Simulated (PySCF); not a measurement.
From one molecule to another.

First species: C2H3F3.
Z-matrix (Å and degrees, PBE0-D3(BJ)/def2-SVP geometry), rows numbered from 1:
```
C 
C   1  1.4989
F   2  1.3380  1  111.59
F   2  1.3378  1  111.49  3  -120.02
F   2  1.3378  1  111.61  3   120.02
H   1  1.0972  2  109.55  3   -59.85
H   1  1.0973  2  109.45  3  -179.88
H   1  1.0973  2  109.45  3    60.21
```

Second species: C₃H₆S.
InChI=1S/C3H6S/c1-3-2-4-3/h3H,2H2,1H3/t3-/m0/s1

Levels: PBE0/def2-SVPD for dipole moment, HOMO energy, LUMO energy, HOMO–LUMO gap, static isotropic polarisability and electronic spatial extent ⟨r²⟩ about the centre of nuclear charge; TDDFT PBE0/def2-SVPD for lowest singlet excitation; TDA PBE0/def2-SVPD for lowest triplet excitation (Tamm–Dancoff); ΔSCF PBE0/def2-SVPD for vertical ionisation energy. Geometries: PBE0-D3(BJ)/def2-SVP. Each structure is a single optimised conformer of the isolated species, non-relativistic unless stated. Electronic properties by PySCF.

Values for the first species:

| Property | Result |
| --- | --- |
| Dipole moment | 2.31 D |
| HOMO energy | -11.06 eV |
| LUMO energy | 0.69 eV |
| HOMO–LUMO gap | 11.75 eV |
| Lowest singlet excitation | 10.51 eV |
| Lowest triplet excitation (Tamm–Dancoff) | 10.29 eV |
| Static isotropic polarisability | 29.3 au |
| Vertical ionisation energy | 13.60 eV |
| Electronic spatial extent ⟨r²⟩ about the centre of nuclear charge | 331 bohr² |

(1) Estimate the same properties for the second species, and the change in each.

## Answers

(1) 
| property | first | second | second less first |
| --- | --- | --- | --- |
| dipole moment | 2.31 D | 2.12 D | -0.19 D |
| HOMO energy | -11.06 eV | -6.53 eV | +4.53 eV |
| LUMO energy | 0.69 eV | 0.10 eV | -0.59 eV |
| HOMO–LUMO gap | 11.75 eV | 6.63 eV | -5.12 eV |
| lowest singlet excitation | 10.51 eV | 4.88 eV | -5.63 eV |
| lowest triplet excitation (Tamm–Dancoff) | 10.29 eV | 4.43 eV | -5.86 eV |
| static isotropic polarisability | 29.3 au | 56.5 au | +27.2 au |
| vertical ionisation energy | 13.60 eV | 8.80 eV | -4.80 eV |
| electronic spatial extent ⟨r²⟩ about the centre of nuclear charge | 331 bohr² | 370 bohr² | +39 bohr² |

On the first: The 10 singlets span 10.51 to 12.38 eV, and their oscillator strengths add up to 0.43. The principal polarisabilities are 28.8, 28.8 and 30.3 au; their mean is the isotropic value.

On the second: The polarisability is 8.37 Å³ as a volume (1 au = 0.148185 Å³), or 1.41 au for each of the 40 electrons.
